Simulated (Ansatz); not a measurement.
# Strength of the C–S bond: C2H2S → C2H + HS

Species: C2H2S `C#CS`, singlet; C2H `[C]#C`, doublet; HS, doublet. 

Shapes, held fixed at every level: PBE0-D4/def2-TZVP. Programs: Ansatz 0.2.0. The zero-point and thermal change to 298 K, harmonic and unscaled (PBE0-D4/def2-TZVP), is -11.0 kJ/mol.

(1) Estimate ΔH(298 K) of this reaction.

Results:

(1) B2PLYP/def2-TZVPP gives ΔH(298 K) = +454.3 kJ/mol; the levels span +287.2 to +478.1. The median of the levels is +454.3. Hartree–Fock misses the correlation of the pair that is broken and comes out low. No measured value is set beside it here. Spin contamination: C2H (⟨S²⟩ up to 1.11). Open shells run unrestricted unless RO is named. Times are processor times on shared x86 and Arm servers, and rough.

```
                level                    kind  ΔH(298 K) (kJ/mol)  CPU time (sum over the molecules)
          HF/def2-SVP            Hartree–Fock              +287.2                                  –
        HF/def2-TZVPP            Hartree–Fock              +294.1                                  –
    PBE-D4/def2-TZVPP                     GGA              +478.1                               10 s
  B3LYP-D4/def2-TZVPP           global hybrid              +454.6                              9.3 s
r2SCAN0-D4/def2-TZVPP           global hybrid              +441.0                               12 s
   wB97M-V/def2-TZVPP  range-separated hybrid              +470.2                               31 s
    B2PLYP/def2-TZVPP           double hybrid              +454.3                              9.9 s
```
